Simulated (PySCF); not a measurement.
Geometry (Å), atoms numbered from 1 in this order:
```xyz
4

O    -0.8600   -0.8717    0.1028
C    -0.0752   -0.0055   -0.0067
F     1.2438   -0.2156    0.0010
H    -0.2710    1.0669   -0.1295
```

- geometry: PBE0-D3(BJ)/def2-TZVP
- shielding tensors at B97-2/pcSseg-2 (GIAO)
- code: PySCF
- a single conformation, no relativistic terms, no solvent

Scale: TMS for ¹³C (σref 185.38) and ¹H (σref 31.64); H2O for ¹⁷O (σref 327.66); ¹⁹F (σref 175.98) vs CFCl3 (reference shieldings calculated alike).

```tsv
atoms	nucleus	count	δ (ppm)
H4	¹H	1	7.95
F3	¹⁹F	1	?
C2	¹³C	1	?
O1	¹⁷O	1	446.2
```

Complete the table.

## Answers


- C2: 158.1 ppm, carbonyl carbon
- F3: 52.9 ppm, fluorine bonded to C

Shifts are as computed. Against solution values, carbons near 30 ppm lie about +3 ppm off and those near 130 ppm about +7 ppm. Of 1211 compounds with measured shifts, 218 miss one by over three times the rms of a fit or turn the order of signals round; such compounds aren't used in these exercises. Unscaled 19F shifts against computed CFCl3 carry errors that often reach 10 to 50 ppm. Unscaled 17O shifts of doubly bonded oxygen tend to come out too high, by tens of ppm or more. Experimental scales use liquid or dissolved standards, which lie at an offset from isolated H2O (liquid H2O: subtract about 36 ppm).
